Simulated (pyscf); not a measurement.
HO–BH–Cl + H₃Si–Cl → HO–B(Cl)–Cl + silane (SiH₄) (four-centre exchange; singlet surface; B–H, Cl–Si broken, B–Cl, H–Si formed). Single points on ωB97X-D3(BJ)/def2-SVP structures (PySCF, gas phase). Energies in kJ/mol from the separated reactants.

| level | barrier | reaction energy |
|---|---|---|
| ωB97X-D3(BJ)/def2-TZVP | … | +21.2 |
| PBE/def2-TZVP | 130.5 | +12.8 |
| r²SCAN/def2-TZVP | 135.1 | +14.0 |
| M06-2X/def2-TZVP | 145.9 | +22.1 |
| ωB97M-D3(BJ)/def2-TZVP | … | … |
| HF/def2-TZVP | 235.8 | +26.5 |

Task: Some entries are withheld; supply them.

Result: 
- ωB97X-D3(BJ)/def2-TZVP, barrier: 139.4
- ωB97M-D3(BJ)/def2-TZVP, barrier: 146.4
- ωB97M-D3(BJ)/def2-TZVP, reaction energy: +17.3

The functionals in the table span 15.9 kJ/mol in this barrier, from PBE to ωB97M-D3(BJ)/def2-TZVP. One saddle was located; it need not be the lowest between these sides.
